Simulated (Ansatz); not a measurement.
## Forces away from equilibrium

SiNH₃F (SMILES [NH-][SiH2]F) (charge -1), closed shell, displaced at random from a GFN2-xTB minimum.

N1  (-1.341, 0.121, -0.356)
Si2  (0.248, 0.126, 0.149)
F3  (0.853, -1.140, 0.983)
H4  (-1.526, -0.585, -1.138)
H5  (1.374, 0.281, -0.798)
H6  (0.431, 1.269, 1.117)
(Å)

Ansatz 0.2.0; basis: def2-TZVPPD; cores frozen in the correlated methods.

CCSD(T) forces from the calculation:
| atom | Fx | Fy | Fz (eV/Å) |
| --- | --- | --- | --- |
| N1 | 0.094 | -1.292 | -1.191 |
| Si2 | -0.972 | 0.759 | 0.059 |
| F3 | 0.178 | -0.560 | 0.393 |
| H4 | 0.325 | 1.185 | 1.247 |
| H5 | 0.364 | 0.016 | -0.507 |
| H6 | 0.010 | -0.109 | -0.001 |

Root-mean-square difference of the force components from those of CCSD(T): PBE0-D4 0.134; wB97M-V 0.133; r2SCAN-D4 0.100; PBE-D4 0.205; B97M-V 0.191; r2SCAN0-D4 0.209 eV/Å.

No T1 diagnostic of these runs exceeds 0.015. These are differences at one structure, and CCSD(T) in triple zeta is itself an approximation.

For scale, one of the runs: CCSD(T)/def2-TZVPPD forces, 176 basis functions (an equivalent command: `ansatz run in.yaml --threads 4`). Time: 100 s of wall clock on 4 CPU threads; the host was shared. Peak host memory: 3.1 GiB.
